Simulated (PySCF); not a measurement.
# Worked example: entropy of an ideal gas

C₃H₇, SMILES C[CH]C (connectivity only; charge and spin as stated), charge +1, multiplicity 1.

Geometry: PBE0-D3(BJ)/def2-TZVP. The spin state was assumed, not searched. The isomer is the one that the SMILES or the coordinates give; other isomers of the formula were not compared.

PySCF with PBE0-D3(BJ)/def2-TZVP gives the harmonic wavenumbers 160, 180, 421, 605, 677, 931, 966, 1088, 1202, 1251, 1282, 1301, 1349, 1355, 1435, 1478, 1554, 2876, 2890, 3077, 3078, 3141, 3187, 3190 cm⁻¹ and the rotational temperatures 1.9779, 0.4155, 0.3748 K. The molar mass is 43.09 g/mol, the symmetry number 2, the spin multiplicity 1.

### Question
Work out the entropy at 298.15 K and 1 atm in the rigid-rotor, harmonic-oscillator model.

### Answer

Translation (Sackur–Tetrode at 1 atm): S = R[1.5 ln M + 2.5 ln T − 1.16487] = 155.7 J/(mol K).
Rotation: q = (√π/σ) T^1.5/√(θA θB θC) = 8220, S = R[ln q + 3/2] = 87.4 J/(mol K).
Vibration: with u = 1.4388 ν/T, each mode gives R[u/(e^u − 1) − ln(1 − e^−u)]:
```
ν (cm⁻¹)  modes     u  S (J/(mol K))
--------  -----  ----  -------------
160           1  0.77          10.67
180           1  0.87           9.74
421           1  2.03           3.72
605           1  2.92           1.85
677           1  3.27           1.40
931           1  4.49           0.52
966           1  4.66           0.45
1088          1  5.25           0.27
1202          1  5.80           0.17
1251          1  6.04           0.14
1282          1  6.19           0.12
1301          1  6.28           0.11
1349          1  6.51           0.09
1355          1  6.54           0.09
1435          1  6.92           0.06
1478          1  7.13           0.05
1554          1  7.50           0.04
```
The stiffer modes add less than 0.005 each. Sum 29.5 J/(mol K).
Spin: R ln 1 = 0.0 J/(mol K).
Total 272.6 J/(mol K); the program's own thermochemistry gives 272.6. Translation makes up 57 % and vibration 11 %. Anharmonicity, hindered rotation and orbital degeneracy are left out.
